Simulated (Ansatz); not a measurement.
A calculation with Ansatz (development build ahead of 0.2.0).

```yaml
crystal:
  periodic: [false, false, false]
  atoms:
    - { symbol: C, position_ang: [1.21643, 0.0, 0.0] }
    - { symbol: C, position_ang: [0.3759, 1.15689, 0.0] }
    - { symbol: C, position_ang: [-0.98411, 0.715, 0.0] }
    - { symbol: C, position_ang: [-0.98411, -0.715, 0.0] }
    - { symbol: C, position_ang: [0.3759, -1.15689, 0.0] }
    - { symbol: O, position_ang: [2.46643, 0.0, 0.0] }
    - { symbol: H, position_ang: [0.71118, 2.18879, 0.0] }
    - { symbol: H, position_ang: [-1.8619, 1.35275, 0.0] }
    - { symbol: H, position_ang: [-1.8619, -1.35275, 0.0] }
    - { symbol: H, position_ang: [0.71118, -2.18879, 0.0] }
basis:
  gaussian: { orbitals: def2-SVP }
magnetization:
  spin_polarized: true
  initial_magnetization: 2
hamiltonian:
  xc: hf
```

The input is written out in the form of the current development build from the run's settings.

Output:

| Quantity | Value |
| --- | --- |
| Converged | yes |
| Total energy | -266.25343 hartree |
| Spin squared of the determinant | 2.234 |
| Stability test | minimum |

Caution: another spin multiplicity may lie lower; the unrestricted determinant is spin contaminated.
